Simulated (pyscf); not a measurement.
Optimised with ωB97X-D3(BJ)/def2-SVP in PySCF.

### Question
For H₂C=C•–CH₂–CH₃ -> H₂C=C=CH₂ + CH₃•, a bond scission (doublet surface; C–C broken, none formed), PBE/def2-TZVP gives ΔE‡ = 31.3 kcal/mol and ΔE = +28.5 kcal/mol (zero: the reactant's lowest minimum found). In which direction and how far do B3LYP-D3(BJ)/def2-TZVP, PBE0-D3(BJ)/def2-TZVP, ωB97M-D3(BJ)/def2-TZVP move these?

### Answer
B3LYP-D3(BJ): ΔE‡ = 31.6 kcal/mol, ΔE = +27.1 kcal/mol; PBE0-D3(BJ): ΔE‡ = 36.6 kcal/mol, ΔE = +32.5 kcal/mol; ωB97M-D3(BJ): ΔE‡ = 35.5 kcal/mol, ΔE = +28.8 kcal/mol. PBE's barrier lies under all of them, by 0.3 to 5.3 kcal/mol. Its reaction energy lies among theirs. H₂C=C•–CH₂–CH₃ lies 23.5 kcal/mol over its isomer •H₂C–CH=CH–CH₃ (electronic energy, ωB97M-D3(BJ)/def2-TZVP). One saddle was located; it need not be the lowest between these sides.
